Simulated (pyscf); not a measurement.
PySCF, gas phase, ωB97X-D3(BJ)/def2-SVP geometries.

Q: What are the homolytic bond dissociation enthalpies (298 K) of F–Si(F)(F)–SiH₃ (SMILES F[Si](F)(F)[SiH3]) at ωB97M-D3(BJ)/def2-TZVP, weakest first?

A: Si–Si to F–Si•(F)–F + SiH₃•: 349.9 kJ/mol; H–Si to F–Si(F)(F)–SiH₂• + H•: 374.0 kJ/mol; F–Si to F• + F–Si•(F)–SiH₃: 661.8 kJ/mol. Ring and multiple bonds, and those that leave no two simple radicals, are not listed. Other isomers of F–Si•(F)–SiH₃, F–Si(F)(F)–SiH₂• were not searched in full and may lie lower. Left out: the spin-orbit lowering of F.
